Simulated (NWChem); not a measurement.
System: isobutene (C4H8); SMILES CC(C)=C

Excerpt of the output:

```
             Northwest Computational Chemistry Package (NWChem) 7.3.0
             --------------------------------------------------------

                             Geometry "geometry" -> ""
                             -------------------------

 Output coordinates in angstroms (scale by  1.889725989 to convert to a.u.)

  No.       Tag          Charge          X              Y              Z
 ---- ---------------- ---------- -------------- -------------- --------------
    1 C                    6.0000     1.27063500     0.00040300    -0.67453500
    2 C                    6.0000     0.00000000     0.00000000     0.12326600
    3 C                    6.0000    -1.27063500    -0.00040300    -0.67453500
    4 C                    6.0000     0.00000000     0.00000000     1.46151200
    5 H                    1.0000     1.32046400     0.88293500    -1.33517000
    6 H                    1.0000     1.32297300    -0.88391300    -1.33254800
    7 H                    1.0000     2.16143100     0.00294700    -0.03090100
    8 H                    1.0000    -1.32297300     0.88391300    -1.33254800
    9 H                    1.0000    -2.16143100    -0.00294700    -0.03090100
   10 H                    1.0000    -1.32046400    -0.88293500    -1.33517000
   11 H                    1.0000    -0.93328400    -0.00023600     2.03197200
   12 H                    1.0000     0.93328400     0.00023600     2.03197200

 Effective nuclear repulsion energy (a.u.)     119.5175067508

                                 NWChem DFT Module
                                 -----------------

 Summary of "ao basis" -> "ao basis" (spherical)
 ------------------------------------------------------------------------------
       Tag                 Description            Shells   Functions and Types
 ---------------- ------------------------------  ------  ---------------------
 C                          def2-svp                 6       14   3s2p1d
 H                          def2-svp                 3        5   2s1p

 in cosmo_initialize ...
 calling solv_data for solv:h2o

 solvent parameters
 solvname_short: h2o
 solvname_long:  water
 dielec:       78.4000
 dielecinf:     1.7769
 aqueous SMD model solvent descriptors
 dielec:       78.4000
 sola:          0.8200

          ---------------
          -cosmo- solvent
          ---------------
 Cosmo: York-Karplus, doi: 10.1021/jp992097l
 dielectric constant -eps-     =  78.40
 screen = (eps-1)/(eps    )    =   0.98724
 surface charge correction     = lagrangian

   van der Waals surface
 --------------------------

 ---------- ATOMIC COORDINATES (A.U.) ------------ VDWR(ANG.) --
     1    2.40115198    0.00076156   -1.27468632     1.850
     2    0.00000000    0.00000000    0.23293896     1.850
     3   -2.40115198   -0.00076156   -1.27468632     1.850
     4    0.00000000    0.00000000    2.76185721     1.850
     5    2.49531514    1.66850522   -2.52310545     1.200
     6    2.50005646   -1.67035337   -2.51815059     1.200
     7    4.08451233    0.00556902   -0.05839442     1.200
     8   -2.50005646    1.67035337   -2.51815059     1.200
     9   -4.08451233   -0.00556902   -0.05839442     1.200
    10   -2.49531514   -1.66850522   -2.52310545     1.200
    11   -1.76365103   -0.00044598    3.83987030     1.200
    12    1.76365103    0.00044598    3.83987030     1.200
 number of segments per atom =        128
 number of   points per atom =        128
 atom (   nspa,  nppa )
 ----------------------
    1 (     60,     0 )       0
    2 (     28,     0 )       0
    3 (     60,     0 )       0
    4 (     72,     0 )       0
    5 (     56,     0 )       0
    6 (     55,     0 )       0
    7 (     56,     0 )       0
    8 (     55,     0 )       0
    9 (     56,     0 )       0
   10 (     56,     0 )       0
   11 (     56,     0 )       0
   12 (     56,     0 )       0
 number of -cosmo- surface points =      666
 molecular surface =    114.462 angstrom**2
 molecular volume  =     82.101 angstrom**3
 -lineq- algorithm             =   0
 -bem- low  level              =   3
 -bem- from -octahedral-
 gaussian surface charge width =   4.50000
 degree of switching           =   1.00000
 switching function tolerance  =   0.00010
 atomic radii =
 --------------
    1  6.000  1.850
    2  6.000  1.850
    3  6.000  1.850
    4  6.000  1.850
    5  1.000  1.200
    6  1.000  1.200
    7  1.000  1.200
    8  1.000  1.200
    9  1.000  1.200
   10  1.000  1.200
   11  1.000  1.200
   12  1.000  1.200
 ...... end of -cosmo- initialization ......

 nat:                    12
 ixmem:                  7844
 calling mnsol_interface()
 G(SMD-CDS) energy (kcal/mol)  =     3.563
 SMD-CDS SASA (angstrom**2)    =   136.539

            General Information
            -------------------
          SCF calculation type: DFT
          Wavefunction type:  closed shell.
          No. of atoms     :    12
          No. of electrons :    32
           Alpha electrons :    16
            Beta electrons :    16
          Charge           :     0
          Spin multiplicity:     1
          Use of symmetry is: off; symmetry adaption is: off
          Maximum number of iterations: 150
          AO basis - number of functions:    96
                     number of shells:    48
          Convergence on energy requested:  1.00D-06
          Convergence on density requested:  1.00D-05
          Convergence on gradient requested:  5.00D-04

              XC Information
              --------------
                         B3LYP Method XC Potential
                     Hartree-Fock (Exact) Exchange  0.200
                        Slater Exchange Functional  0.800 local
                    Becke 1988 Exchange Functional  0.720 non-local
              Lee-Yang-Parr Correlation Functional  0.810
                  VWN I RPA Correlation Functional  0.190 local

             Grid Information
             ----------------
          Grid used for XC integration:  medium
          Radial quadrature: Mura-Knowles
          Angular quadrature: Lebedev.
          Tag              B.-S. Rad. Rad. Pts. Rad. Cut. Ang. Pts.
          ---              ---------- --------- --------- ---------
          C                   0.70       49          10.0       434
          H                   0.35       45          11.0       434
          Grid pruning is: on
          Number of quadrature shells:   556
          Spatial weights used:  Erf1

      Superposition of Atomic Density Guess
      -------------------------------------

 Sum of atomic energies:        -154.49347418

      Non-variational initial energy
      ------------------------------

 Total energy =    -157.274471
 1-e energy   =    -441.563659
 2-e energy   =     164.771680
 HOMO         =      -0.299107
 LUMO         =       0.016817

   convergence    iter        energy       DeltaE   RMS-Dens  Diis-err
 ---------------- ----- ----------------- --------- --------- ---------
     COSMO gas phase
 d= 0,ls=0.0,diis     1   -157.0754499383 -2.77D+02  8.03D-03  2.88D-01
 d= 0,ls=0.0,diis     2   -157.1072810037 -3.18D-02  3.37D-03  4.73D-02
 d= 0,ls=0.0,diis     3   -157.1042190429  3.06D-03  1.89D-03  7.00D-02
 d= 0,ls=0.0,diis     4   -157.1134607471 -9.24D-03  3.33D-04  8.31D-04
 d= 0,ls=0.0,diis     5   -157.1135622233 -1.01D-04  7.77D-05  7.23D-05
  Resetting Diis
 d= 0,ls=0.0,diis     6   -157.1135726668 -1.04D-05  8.71D-06  6.89D-07
 d= 0,ls=0.0,diis     7   -157.1135727581 -9.13D-08  3.31D-06  4.65D-08

   convergence    iter        energy       DeltaE   RMS-Dens  Diis-err
 ---------------- ----- ----------------- --------- --------- ---------
     COSMO solvation phase
 d= 0,ls=0.0,diis     1   -157.1104135885  3.16D-03  1.15D-03  9.17D-04
 d= 0,ls=0.0,diis     2   -157.1106451738 -2.32D-04  2.26D-04  6.36D-04
 d= 0,ls=0.0,diis     3   -157.1107184919 -7.33D-05  9.44D-05  7.95D-05
 d= 0,ls=0.0,diis     4   -157.1107270767 -8.58D-06  3.79D-05  2.62D-05
 d= 0,ls=0.0,diis     5   -157.1107304560 -3.38D-06  5.04D-06  2.00D-07
 d= 0,ls=0.0,diis     6   -157.1107304877 -3.18D-08  1.25D-06  1.53D-08

         Total DFT energy =     -157.110730487736
      One electron energy =     -446.271755623311
           Coulomb energy =      194.145626178472
    Exchange-Corr. energy =      -24.629440122110
 Nuclear repulsion energy =      119.517506750753

             COSMO energy =        0.127332328458

 Numeric. integr. density =       32.000013303051

                                COSMO-SMD solvation results
                                ---------------------------

             internal energy in gas <Psi(g)|H|Psi(g)> =      -157.113572758057
         internal energy in solvent <Psi(s)|H|Psi(s)> =      -157.113182301086
                               delta internal energy  =         0.000390456971 (    0.25 kcal/mol)
   total free energy in solvent <Psi(s)|H+V/2|Psi(s)> =      -157.116408417695
 polarization energy contribution <Psi(s)|V/2|Psi(s)> =        -0.003226116609 (   -2.02 kcal/mol)
    total free energy in solvent including G(SMD-CDS) =      -157.110730487736
                       G(SMD-CDS) energy contribution =         0.005677929959 (    3.56 kcal/mol)
     1 M fixed-concentration free energy of solvation =         0.002842270320 (    1.78 kcal/mol)

                       DFT Final Molecular Orbital Analysis
                       ------------------------------------

 Vector   14  Occ=2.000000D+00  E=-3.656722D-01
              MO Center=  2.4D-07,  6.5D-10, -1.9D-01, r^2= 3.3D+00
   Bfn.  Coefficient  Atom+Function         Bfn.  Coefficient  Atom+Function
  ----- ------------  ---------------      ----- ------------  ---------------
    20      0.308377   2 C  pz               48     -0.276515   4 C  pz
     6     -0.269498   1 C  pz               34     -0.269498   3 C  pz
    67     -0.153619   7 H  s                77     -0.153619   9 H  s
    57      0.140170   5 H  s                82      0.140170  10 H  s
    62      0.138641   6 H  s                72      0.138641   8 H  s

 Vector   15  Occ=2.000000D+00  E=-3.425430D-01
              MO Center= -3.8D-09, -5.5D-10,  2.8D-01, r^2= 3.1D+00
   Bfn.  Coefficient  Atom+Function         Bfn.  Coefficient  Atom+Function
  ----- ------------  ---------------      ----- ------------  ---------------
    18      0.344096   2 C  px                4     -0.282520   1 C  px
    32     -0.282520   3 C  px               46     -0.215585   4 C  px
    87      0.203490  11 H  s                92     -0.203490  12 H  s
     3      0.152963   1 C  s                31     -0.152963   3 C  s
     7     -0.145294   1 C  px               35     -0.145294   3 C  px

 Vector   16  Occ=2.000000D+00  E=-2.531790D-01
              MO Center=  3.1D-10,  1.6D-09,  6.3D-01, r^2= 2.3D+00
   Bfn.  Coefficient  Atom+Function         Bfn.  Coefficient  Atom+Function
  ----- ------------  ---------------      ----- ------------  ---------------
    47      0.415470   4 C  py               19      0.354080   2 C  py
    50      0.316162   4 C  py               22      0.232473   2 C  py
    57     -0.118586   5 H  s                62      0.118808   6 H  s
    72     -0.118808   8 H  s                82      0.118586  10 H  s
     5     -0.101664   1 C  py               33     -0.101664   3 C  py

 Vector   17  Occ=0.000000D+00  E= 1.351189D-02
              MO Center= -1.7D-09, -1.6D-09,  5.2D-01, r^2= 2.9D+00
   Bfn.  Coefficient  Atom+Function         Bfn.  Coefficient  Atom+Function
  ----- ------------  ---------------      ----- ------------  ---------------
    22      0.622185   2 C  py               50     -0.622253   4 C  py
    19      0.452746   2 C  py               47     -0.384038   4 C  py
    58     -0.265693   5 H  s                63      0.266405   6 H  s
    73     -0.266405   8 H  s                83      0.265693  10 H  s
    57     -0.106553   5 H  s                62      0.106735   6 H  s

 Vector   18  Occ=0.000000D+00  E= 6.150362D-02
              MO Center=  9.7D-08,  9.9D-09, -6.8D-01, r^2= 7.6D+00
   Bfn.  Coefficient  Atom+Function         Bfn.  Coefficient  Atom+Function
  ----- ------------  ---------------      ----- ------------  ---------------
     3      1.766391   1 C  s                31      1.766390   3 C  s
    58     -0.795650   5 H  s                63     -0.795498   6 H  s
    73     -0.795498   8 H  s                83     -0.795650  10 H  s
    68     -0.672686   7 H  s                78     -0.672686   9 H  s
    45      0.512768   4 C  s                88     -0.443412  11 H  s

 Vector   19  Occ=0.000000D+00  E= 1.039745D-01
              MO Center=  5.5D-08,  9.7D-10,  5.0D-01, r^2= 7.7D+00
   Bfn.  Coefficient  Atom+Function         Bfn.  Coefficient  Atom+Function
  ----- ------------  ---------------      ----- ------------  ---------------
    45      1.467380   4 C  s                88     -0.977523  11 H  s
    93     -0.977523  12 H  s                68     -0.650533   7 H  s
    78     -0.650533   9 H  s                58      0.626744   5 H  s
    63      0.628064   6 H  s                73      0.628064   8 H  s
    83      0.626744  10 H  s                 3     -0.571646   1 C  s

     Multipole analysis of the density
     ---------------------------------

     L   x y z        total         alpha         beta         nuclear
     -   - - -        -----         -----         ----         -------
     0   0 0 0     -0.000000    -16.000000    -16.000000     32.000000

     1   1 0 0     -0.000000     -0.000000     -0.000000     -0.000000
     1   0 1 0     -0.000000     -0.000000     -0.000000      0.000000
     1   0 0 1     -0.357225     -0.255103     -0.255103      0.152981

     2   2 0 0    -18.985194    -76.356368    -76.356368    133.727542
     2   1 1 0      0.000517     -0.021715     -0.021715      0.043947
     2   1 0 1      0.000000      0.000000      0.000000     -0.000000
     2   0 2 0    -20.744596    -15.946323    -15.946323     11.148049
     2   0 1 1     -0.000000     -0.000000     -0.000000      0.000000
     2   0 0 2    -19.398636    -69.949774    -69.949774    120.500912
```

Level: B3LYP/def2-SVP, SMD on the gas-phase geometry. Coordinates come from a PBE0/def2-SVP optimisation. Solvent: water.

Which NWChem input produces such a log?

This is not unique; one that fits is the input that was run:
```
start job
memory heap 200 mb stack 900 mb global 1100 mb
geometry units angstroms noautosym nocenter noautoz
  C      1.270635     0.000403    -0.674535
  C      0.000000     0.000000     0.123266
  C     -1.270635    -0.000403    -0.674535
  C      0.000000     0.000000     1.461512
  H      1.320464     0.882935    -1.335170
  H      1.322973    -0.883913    -1.332548
  H      2.161431     0.002947    -0.030901
  H     -1.322973     0.883913    -1.332548
  H     -2.161431    -0.002947    -0.030901
  H     -1.320464    -0.882935    -1.335170
  H     -0.933284    -0.000236     2.031972
  H      0.933284     0.000236     2.031972
end
basis spherical
  * library def2-svp
end
dft
  xc b3lyp
  iterations 150
end
cosmo
  do_cosmo_smd true
  solvent water
end
task dft energy
```
